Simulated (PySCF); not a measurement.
## C2H2F2: core ionisation energies

Vinylidene fluoride, C2H2F2.
Geometry (GFN2-xTB, Å), atoms numbered from 1 in this order:
```
atom  x, y, z in Å
C1    -0.7190   -0.0788   -0.1062
C2     0.5723    0.0631    0.0778
F3     1.2319    1.2124    0.0321
F4     1.4233   -0.9198    0.3388
H5    -1.3345    0.7745   -0.3133
H6    -1.1709   -1.0495   -0.0508
```

Level of theory: PySCF 2.14.0, delta-SCF UKS SCAN, pcX-2 on the ionised atom, pcseg-1 elsewhere, spin-free X2C. Vertical ΔSCF values, vacuum level as zero.

**Question.** What binding energy does each computed site have?

**Answer.** 
```
atom(s)           environment  level  binding energy (eV)  above the level's lowest (eV)  count
  F3/F4        vinyl fluorine   F 1s               694.26                           0.00      2
     C2           =CF2 carbon   C 1s               295.93                          +4.79      1
     C1  terminal =CH2 carbon   C 1s               291.14                           0.00      1
```

Lowest listed C 1s: C1, bonded to C (double bond) and 2 H. Highest, 4.79 eV above it: C2, bonded to 2 F and C (double bond).

**Question.** Which photon energy gives electrons from C 1s of C2 a kinetic energy of 200 eV, and what is their de Broglie wavelength?

**Answer.** hν = 295.93 + 200 = 495.93 eV, recoil neglected; λ = 12.264 Å/√(E/eV) = 0.87 Å.

Atoms equivalent by their bonding share one computed value, that of the first of them. Isolated species at its GFN2-xTB geometry, gas phase.
